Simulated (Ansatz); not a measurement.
Si2H6O, singlet: at the end structure of a reaction step.

in.yaml

```yaml
crystal:
  periodic: [false, false, false]
  atoms:
    - {symbol: Si, position_ang: [-1.173655, -0.767384, -0.664974]}
    - {symbol: O, position_ang: [0.498859, -1.662277, 0.141603]}
    - {symbol: H, position_ang: [0.281896, -2.478486, 0.605548]}
    - {symbol: H, position_ang: [-1.673719, -0.516228, 0.760728]}
    - {symbol: Si, position_ang: [0.039742, 1.273657, -0.479835]}
    - {symbol: H, position_ang: [0.929385, -1.058772, 0.765032]}
    - {symbol: H, position_ang: [-0.795314, 2.434006, -0.055515]}
    - {symbol: H, position_ang: [1.075000, 1.072097, 0.604915]}
    - {symbol: H, position_ang: [0.817705, 1.703489, -1.677500]}
basis:
  gaussian: {orbitals: def2-TZVPP}
hamiltonian: {xc: {name: BHLYP}, dispersion: d4}
```

Launched with

```bash
ansatz run in.yaml --threads 2 --pin off --events-out ev --progress --plain --max-ram 4352MiB
```

What Ansatz 0.2.0 printed:

```
Functional definition: BHLYP
  name "BHLYP"
  cite "Becke, J. Chem. Phys. 98, 1372 (1993) doi:10.1063/1.464304"
  cite "Becke, Phys. Rev. A 38, 3098 (1988) doi:10.1103/PhysRevA.38.3098"
  cite "Lee, Yang & Parr, Phys. Rev. B 37, 785 (1988) doi:10.1103/PhysRevB.37.785"
  parameter a = 0.5
  exchange = (1 - a)*b88_x + a*exact_x
  correlation = lyp_c
1151 factors; their error is unknown
mean field evaluation 1: about -17896.2453 eV, gradient 3.7e1 eV
mean field evaluation 2: about -17896.1090 eV, gradient 4.1e1 eV
mean field evaluation 4: about -17898.7346 eV, gradient 1.0e0 eV
mean field evaluation 8: about -17898.8427 eV, gradient 2.6e-1 eV
mean field evaluation 16: about -17898.8428 eV, gradient 3.5e-5 eV
mean field -17898.84277617 eV, -657.7703397530 hartree, gradient 3.5e-5 eV, S^2 0.000000; 0 other end points of the search recorded, 0 dependent functions left out
reference -17898.84295164 eV, -657.7703462014 hartree; 21, 21 occupied and 178, 178 virtual orbitals, 1151 factors
Total energy: -17899.07740258 eV, -657.7789621143 hartree
```

Hardware: 2 CPU threads of an Intel Xeon 6975P-C, shared host. Wall time about 1.6 s.
